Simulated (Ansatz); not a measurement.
Ansatz (a program for electronic structure) input (B3LYP-D3(BJ)/def2-TZVP):

Ansatz 0.2 input:
```yaml
crystal:
  periodic: [false, false, false]
  atoms:
    - {symbol: C, position_ang: [0.00277686, 0.00209992, 0.06127502]}
    - {symbol: H, position_ang: [0.00467361, 0.00651719, 1.16528591]}
    - {symbol: F, position_ang: [0.00827046, 1.24402074, -0.40844579]}
    - {symbol: F, position_ang: [1.07616054, -0.62647521, -0.40320752]}
    - {symbol: F, position_ang: [-1.07807954, -0.61589293, -0.39994040]}
basis:
  gaussian:
    orbitals: def2-TZVP
hamiltonian:
  xc: b3lyp
  dispersion: d3bj
relax: {f_tol: 0.002, max_steps: 150}
```

End of the output:

```
reference -9208.16320353 eV, -338.3937562127 hartree; 17, 17 occupied and 113, 113 virtual orbitals, 692 factors
relax step   4: F+E_penalty+E_count = -9208.23591970 eV  Δ(F+E_penalty+E_count) = -1.421e-6 eV  max|allowed force component| = 4.786e-4 eV/Å  Δτ_max = 0.0002 Å  (32 SCF iters, accepted)
integrals: 0.03 GiB planned
692 factors; their error is unknown
mean field: 0.40 GiB planned
mean field -9208.16305537 eV, -338.3937507677 hartree, gradient 1.9e-5 eV, S^2 0.000000; 1 other end points of the search recorded, 0 dependent functions left out
the calculation of the forces begins
reference -9208.16320353 eV, -338.3937562127 hartree; 17, 17 occupied and 113, 113 virtual orbitals, 692 factors
Total energy: -9208.23606786 eV, -338.3964339274 hartree
Atom 0 at     0.002857     0.002287     0.065633 Å, force     0.000080     0.000032     0.000479 eV/Å
Atom 1 at     0.004577     0.006353     1.155889 Å, force    -0.000023    -0.000001    -0.000444 eV/Å
Atom 2 at     0.008310     1.256437    -0.406878 Å, force    -0.000002    -0.000130    -0.000003 eV/Å
Atom 3 at     1.086670    -0.632770    -0.401530 Å, force    -0.000127     0.000066    -0.000014 eV/Å
Atom 4 at    -1.088614    -0.622037    -0.398147 Å, force     0.000071     0.000034    -0.000017 eV/Å
Dipole moment:     0.000523     0.001242     0.333772 e Å
```
